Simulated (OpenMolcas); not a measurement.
**CH4O2 (methanediol) at 6 levels**

We compute a comparison of 6 runs (HF/3-21G, B3LYP/6-31G*, BLYP/def2-TZVP, M06-L/def2-TZVP, revPBE/def2-TZVP) of CH4O2 (methanediol). 

Program for the calculation: OpenMolcas 26.06.

### 1 The structure to begin with

The species is CH4O2 (7 atoms), meant as a singlet with charge 0. SMILES: `OCO`. The coordinates come from a PBE0-D4/def2-TZVP relaxation. This is a higher conformer, about 15 kJ/mol above the lowest found by a separate search.

Bond lengths: O1–C2 1.397 Å, C2–O3 1.397 Å, O1–H4 0.960 Å, C2–H5 1.100 Å, C2–H6 1.090 Å, O3–H7 0.960 Å. Angles: O1–C2–O3 114.1°, O1–C2–H5 110.6°, O1–C2–H6 106.0°, O3–C2–H5 110.6°, O3–C2–H6 106.0°, C2–O1–H4 109.5°, C2–O3–H7 109.5°, H5–C2–H6 109.4°.

### 2 Energy and forces at HF/3-21G (run 1)

File run.input:

```
&GATEWAY
BasLib = $CurrDir
Coord
7
angstrom
O       -1.179670      -0.442480      -0.114040
C       -0.056830       0.262760       0.326010
O        1.123360      -0.484850       0.321120
H       -1.170080      -0.494150      -1.073060
H        0.069750       1.188620      -0.253590
H       -0.249370       0.512030       1.369080
H        1.462850      -0.541920      -0.575520
Basis = 3-21G
Group = NoSym
&SEWARD
&SCF
Thresholds = 1e-10 1e-07 1e-07 1e-05
PrOrbitals = 1 1
&ALASKA
```

The basis set 3-21G is read from a file made from the Basis Set Exchange's data (not shown).

Started as:

```sh
$ export MOLCAS_MEM=1860
$ pymolcas run.input > run.log
```

Log:

```text
--- Start Module: gateway ---
[...]
--- Stop Module: gateway /rc=_RC_ALL_IS_WELL_ ---
[...]
      Basis functions           35
[...]
--- Start Module: scf ---
[...]
       Convergence after  11 Iterations
[...]
::    Total SCF energy                               -188.8380859488
[...]
      Total spin, S                                     0.0000000000
[...]
      Total electronic charge=   26.000000
      Total            charge=   -0.000000
[...]
      Dipole Moment (debye):
      Origin of the operator (angstrom)=   -0.0306   -0.2293    0.1393
                   X=  5.8945E-01               Y=  1.6188E+00               Z= -2.9573E+00           Total=  3.4225E+00
      Quadrupole Moment (debye*angstrom):
[...]
--- Stop Module: scf /rc=_RC_ALL_IS_WELL_ ---
--- Start Module: alaska ---
[...]
 *              Molecular gradients               *
 **************************************************
  Irreducible representation: a
 ------------------------------------------------------------------------------------------
                              X                       Y                       Z
 ------------------------------------------------------------------------------------------
  O1                1.02639103601696E-02    2.96705887511184E-03    5.98993532575176E-03
  C2                4.21781214269434E-03   -2.50617662086086E-02   -2.47583691839519E-02
  O3               -1.16298182640175E-02    3.37056022118398E-03    1.84785231799545E-03
  H4                5.52509852474002E-03    5.52683188942558E-03    6.78765652593505E-03
  H5                1.16212824209844E-03    6.18759204486308E-03   -5.52906470569559E-03
  H6               -2.11692694458221E-03    1.24666077464308E-03    1.13187283543796E-02
  H7               -7.42220406110961E-03    5.76306240337306E-03    4.34326136558338E-03
 ------------------------------------------------------------------------------------------
--- Stop Module: alaska /rc=_RC_ALL_IS_WELL_ ---
[...]
```

It took 1.9 s on 1 thread of Arm Neoverse V1, shared host; peak memory 0.37 GiB.

### 3 Energy and forces at B3LYP/6-31G(d) (spherical functions) (run 2)

File job.inp:

```
&gateway
  baslib = $CurrDir
  coord
  7
  bohr
  O     -2.22925322    -0.83616602    -0.21550437
  C     -0.10739314     0.49654444     0.61606961
  O      2.12284274    -0.91623371     0.60682885
  H     -2.21113074    -0.93380816    -2.02778952
  H      0.13180840     2.24616627    -0.47921565
  H     -0.47124100     0.96759647     2.58718624
  H      2.76438586    -1.02408038    -1.08757518
  basis = 6-31Gs
  group = NoSym

&seward
  gridinput
  Grid=UltraFine
  End of Grid

&scf
  ksdft = B3LYP
  thresholds = 1e-10 1e-07 1e-07 1e-05
  prorbitals = 0

&alaska
```

The basis set 6-31G* is read from a file made from the Basis Set Exchange's data (not shown).

Started as:

```sh
$ export MOLCAS_MEM=1860
$ pymolcas job.inp > job.log
```

Log:

```text
--- Start Module: gateway ---
[...]
--- Stop Module: gateway /rc=_RC_ALL_IS_WELL_ ---
[...]
      Basis functions           50
[...]
--- Start Module: scf ---
[...]
       Convergence after  13 Iterations
[...]
::    Total KS-DFT energy                            -190.9270352449
[...]
      Total spin, S                                     0.0000000000
[...]
      Total electronic charge=   26.000000
      Total            charge=   -0.000000
[...]
      Dipole Moment (debye):
      Origin of the operator (angstrom)=   -0.0306   -0.2293    0.1393
                   X=  5.0384E-01               Y=  1.1125E+00               Z= -2.5540E+00           Total=  2.8309E+00
      Quadrupole Moment (debye*angstrom):
[...]
--- Stop Module: scf /rc=_RC_ALL_IS_WELL_ ---
[...]
--- Start Module: alaska ---
[...]
 *              Molecular gradients               *
 **************************************************
  Irreducible representation: a
 ------------------------------------------------------------------------------------------
                              X                       Y                       Z
 ------------------------------------------------------------------------------------------
  O1                8.02036567449527E-03    2.49233214605393E-03   -7.31275820867272E-03
  C2               -9.99967756031839E-05   -3.21612365079194E-03    2.10924551483416E-04
  O3               -4.70352836076415E-03    2.73353565853185E-03   -9.71887422980933E-03
  H4               -7.57112780837177E-04    5.48889169816102E-04    8.88460328543150E-03
  H5               -1.75758719909491E-04   -2.94118005771216E-03    6.52964732580585E-04
  H6                2.36400184418839E-04   -1.93829819608693E-04   -1.26895050808962E-03
  H7               -2.52036922186516E-03    5.76376553673819E-04    8.55209037707505E-03
 ------------------------------------------------------------------------------------------
--- Stop Module: alaska /rc=_RC_ALL_IS_WELL_ ---
[...]
```

Run time: 16 s. Hardware: 1 thread of Arm Neoverse V1, shared host; peak memory 0.38 GiB.

Runs 3 to 4 aren't shown in full; the table further down has their settings and results.

### 4 Energy and gradient at M06-L/def2-TZVP (run 5)

File test.input:

```
&GATEWAY
 BasLib=$CurrDir
 Coord
 7
 angstrom
 O       -1.179670      -0.442480      -0.114040
 C       -0.056830       0.262760       0.326010
 O        1.123360      -0.484850       0.321120
 H       -1.170080      -0.494150      -1.073060
 H        0.069750       1.188620      -0.253590
 H       -0.249370       0.512030       1.369080
 H        1.462850      -0.541920      -0.575520
 Basis=def2-TZVP
 Group=NoSym

&SEWARD
 GridInput
 Grid=UltraFine
 End of Grid

&SCF
 KSDFT=M06L
 Thresholds=1e-10 1e-07 1e-07 1e-05
 PrOrbitals=1 2

&ALASKA
```

The basis set def2-TZVP is read from a file made from the Basis Set Exchange's data (not shown).

Started as:

```sh
$ export MOLCAS_MEM=1860
$ pymolcas test.input > test.log
```

Log:

```text
--- Start Module: gateway ---
[...]
--- Stop Module: gateway /rc=_RC_ALL_IS_WELL_ ---
[...]
      Basis functions          117
[...]
--- Start Module: scf ---
[...]
       Convergence after  13 Iterations
[...]
::    Total KS-DFT energy                            -190.9916121535
[...]
      Total spin, S                                     0.0000000000
[...]
      Total electronic charge=   26.000000
      Total            charge=   -0.000000
[...]
      Dipole Moment (debye):
      Origin of the operator (angstrom)=   -0.0306   -0.2293    0.1393
                   X=  4.8731E-01               Y=  1.0490E+00               Z= -2.4729E+00           Total=  2.7301E+00
      Quadrupole Moment (debye*angstrom):
[...]
--- Stop Module: scf /rc=_RC_ALL_IS_WELL_ ---
[...]
--- Start Module: alaska ---
[...]
 *              Molecular gradients               *
 **************************************************
  Irreducible representation: a
 ------------------------------------------------------------------------------------------
                              X                       Y                       Z
 ------------------------------------------------------------------------------------------
  O1                3.02904161216411E-03    1.49113030908588E-03   -1.36767084047884E-03
  C2               -3.93820594179056E-04   -1.40120442187541E-03    1.94420125124295E-03
  O3               -2.26775244483157E-03    1.59068383416106E-03   -2.36997586083820E-03
  H4               -7.38473815101059E-04   -4.36092253550902E-04    9.03513980360593E-04
  H5                1.92022241250978E-04   -5.27806898735772E-04   -1.05838714604478E-03
  H6               -1.63397346999217E-04   -2.61153685268356E-04    8.40331724649701E-04
  H7                3.42380347731819E-04   -4.55556883831254E-04    1.10798689109481E-03
 ------------------------------------------------------------------------------------------
--- Stop Module: alaska /rc=_RC_ALL_IS_WELL_ ---
[...]
```

Run time: 66 s. Hardware: 1 thread of Arm Neoverse V1, shared host; peak memory 0.72 GiB.

### 5 Energy and forces at revPBE/def2-TZVP (run 6)

File calc.input:

```
&GATEWAY
  BASLIB=$CurrDir
  COORD
  7
  angstrom
  O       -1.179670      -0.442480      -0.114040
  C       -0.056830       0.262760       0.326010
  O        1.123360      -0.484850       0.321120
  H       -1.170080      -0.494150      -1.073060
  H        0.069750       1.188620      -0.253590
  H       -0.249370       0.512030       1.369080
  H        1.462850      -0.541920      -0.575520
  BASIS=def2-TZVP
  GROUP=NoSym

&SEWARD
  GRIDINPUT
  Grid=UltraFine
  End of Grid

&SCF
  KSDFT=revPBE
  THRESHOLDS=1e-10 1e-07 1e-07 1e-05
  PRORBITALS=1 1

&ALASKA
```

The basis set def2-TZVP is read from a file made from the Basis Set Exchange's data (not shown).

Started as:

```sh
$ export MOLCAS_MEM=1860
$ pymolcas calc.input > calc.log
```

Log:

```text
--- Start Module: gateway ---
[...]
--- Stop Module: gateway /rc=_RC_ALL_IS_WELL_ ---
[...]
      Basis functions          117
[...]
--- Start Module: scf ---
[...]
       Convergence after  15 Iterations
[...]
::    Total KS-DFT energy                            -190.9693396298
[...]
      Total spin, S                                     0.0000000000
[...]
      Total electronic charge=   26.000000
      Total            charge=   -0.000000
[...]
      Dipole Moment (debye):
      Origin of the operator (angstrom)=   -0.0306   -0.2293    0.1393
                   X=  4.7700E-01               Y=  1.0608E+00               Z= -2.4171E+00           Total=  2.6824E+00
      Quadrupole Moment (debye*angstrom):
[...]
--- Stop Module: scf /rc=_RC_ALL_IS_WELL_ ---
[...]
--- Start Module: alaska ---
[...]
 *              Molecular gradients               *
 **************************************************
  Irreducible representation: a
 ------------------------------------------------------------------------------------------
                              X                       Y                       Z
 ------------------------------------------------------------------------------------------
  O1                1.52530479100061E-02    7.53003975132494E-03   -7.03382535910446E-03
  C2               -1.08211838487193E-04   -8.99470471789066E-03   -3.07756406988435E-04
  O3               -1.13553894343674E-02    8.02783369716753E-03   -1.20635648521601E-02
  H4               -2.02065562022291E-04    3.06457838510632E-04    1.14820026719604E-02
  H5               -6.66779611513402E-04   -5.90758377268896E-03    2.96122310610136E-03
  H6                1.07247300716828E-03   -1.33160904909824E-03   -5.80388612632188E-03
  H7               -3.99307447083563E-03    3.69566252568676E-04    1.07658069664760E-02
 ------------------------------------------------------------------------------------------
--- Stop Module: alaska /rc=_RC_ALL_IS_WELL_ ---
[...]
```

Run time: 55 s. Hardware: 1 thread of Arm Neoverse V1, shared host; peak memory 0.72 GiB.

### 6 Overview of the runs

| run | level | integration grid | Cartesian functions | energy (Eh) | dipole moment (D) | HOMO energy (eV) | LUMO energy (eV) | wall time |
| --- | --- | --- | --- | --- | --- | --- | --- | --- |
| 1 | HF/3-21G | – | no | -188.838086 | 3.42 | -12.29 | 6.56 | 1.9 s |
| 2 | B3LYP/6-31G* (spherical functions) | UltraFine | no | -190.927035 | 2.83 | -7.71 | 1.54 | 16 s |
| 3 | B3LYP/6-31G* (Cartesian functions) | UltraFine | yes | -190.930603 | 2.83 | -7.73 | 1.50 | 16 s |
| 4 | BLYP/def2-TZVP | UltraFine | no | -190.983459 | 2.72 | -6.66 | -0.39 | 57 s |
| 5 | M06-L/def2-TZVP | UltraFine | no | -190.991612 | 2.73 | -7.00 | 0.57 | 66 s |
| 6 | revPBE/def2-TZVP | UltraFine | no | -190.969340 | 2.68 | -6.66 | -0.24 | 55 s |

### 7 What came out

| quantity | value |
| --- | --- |
| run 6: total energy | -190.96934 Eh |
| run 6: dipole moment | 2.68 D |
| run 6: HOMO energy | -6.66 eV |
| run 6: LUMO energy | -0.24 eV |
| run 6: HOMO–LUMO gap | 6.42 eV |
| run 6: largest force on an atom | 0.947 eV/Å |

**Reading.** The dipole moment (its size) runs from 2.68 D (revPBE/def2-TZVP) to 3.42 D (HF/3-21G). The two ends differ in method and basis. The HOMO–LUMO gap runs from 6.28 eV (BLYP/def2-TZVP) to 18.85 eV (HF/3-21G). Totals of different functionals can't be ranked against each other. All runs together took 3.5 min, the longest 66 s.
